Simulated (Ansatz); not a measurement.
Frontier orbitals of C₃H₅NO, SMILES `CCOC#N`.

```xyz
10

C     0.247   -0.692    0.856
C    -0.800    0.019    0.046
O    -0.303    1.285   -0.484
C     0.643    1.179   -1.339
N     1.497    1.114   -2.115
H    -0.170   -1.622    1.248
H     0.575   -0.079    1.697
H     1.115   -0.943    0.242
H    -1.147   -0.580   -0.799
H    -1.657    0.320    0.647
```

Total charge 0; spin multiplicity 1. Geometry: relaxed with PBE0-D4/def2-TZVP. It is one conformer, not always the lowest. Basis def2-TZVPP, the Gaussian-basis code of Ansatz.

```csv
functional,HOMO (eV),LUMO (eV),gap (eV)
PBE,-6.97,-0.21,6.76
revPBE,-6.90,-0.10,6.80
BLYP,-6.85,-0.18,6.67
r2SCAN,-7.27,0.18,7.45
B97M-V,-7.30,0.06,7.36
PBE0,-8.42,0.71,9.13
r2SCANh,-7.81,0.59,8.40
ωB97X-V,-10.83,2.65,13.48
ωB97M-V,-10.74,2.25,12.99
```

A quarter of exact exchange (PBE0) shifts PBE's HOMO by −1.44 eV and its LUMO by +0.93 eV; full exchange at long range (ωB97M-V) shifts them by −3.76 and +2.46 eV. The gap opens from 6.76 to 12.98 eV, since occupied levels lose self-interaction and empty ones feel all the electrons. A positive LUMO is unbound and depends on the basis.
